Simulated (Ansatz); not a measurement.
A nudged elastic band was laid between two geometries of ClH$_{3}$MgO (6 atoms, charge 0, multiplicity 1).

The calculation used Ansatz 0.2.0, RKS PBE-D4/def2-SVPD.

- movable images: 7
- climbing image: yes
- spring: 5.0 eV/Å²
- optimiser: fire
- start path: through a guess of the saddle point
- force threshold: 0.05 eV/Å
- iteration limit: 60
- end points: relaxed
- largest step: 0.02 Å

Initial state:

```xyz
6
Properties=species:S:1:pos:R:3
Mg -0.658 0.166 -0.896
H -1.464 1.547 -1.488
Cl -0.043 -2.056 -0.944
H 0.838 0.786 1.570
O 0.503 0.242 0.841
H 0.823 -0.686 0.917
```

Final state:

```xyz
6
Properties=species:S:1:pos:R:3
Mg 0.017 -0.689 -0.276
H -0.888 1.353 -0.719
Cl -0.928 -1.635 -2.063
H -0.484 1.489 -0.069
O 0.859 -0.074 1.219
H 1.423 -0.444 1.907
```

Q: What changes between the two ends?

A: Bonds broken: H4–O5. Bonds formed: H2–H4. ClH3MgO becomes ClHMgO + H2.

Q: What energy profile does the band end with?

A: It converged. The highest image is number 4 of 0 to 8, 43.6 kJ/mol above the first end and 49.5 kJ/mol above the last; the last end lies 5.9 kJ/mol below the first. Another band between the same ends (7 images) ends at a top of the same energy, where a vibrational analysis finds 1 clearly imaginary mode. The orbitals stay closed-shell, which can raise the energy where a bond breaks towards radicals; this wasn't checked here.

```csv
image,path coordinate (Å),energy (kJ/mol),H4–O5 (Å),H2–H4 (Å)
0,0.00,0.0,0.97,3.90
1,0.76,4.1,0.97,3.27
2,1.50,10.7,0.98,2.60
3,2.24,20.2,0.99,1.93
4,2.98,43.6,1.21,1.09
5,3.36,21.9,1.57,0.85
6,3.75,2.7,1.86,0.79
7,4.13,-4.7,2.13,0.78
8,4.50,-5.9,2.43,0.78
```

Q: What is the geometry of the highest image?

A: 
```xyz
6
Properties=species:S:1:pos:R:3
Mg -0.302 -0.514 -0.661
H -0.671 1.316 -0.437
Cl -0.695 -2.266 -1.989
H -0.028 1.063 0.409
O 0.580 0.159 0.938
H 1.117 0.242 1.740
```

The band took 59 iterations and of the order of 8 core-minutes.

The run took 4.1 min on 2 threads of Intel(R) Xeon(R) 6975P-C (Granite Rapids), with other jobs on the host, peak memory 0.18 GiB.
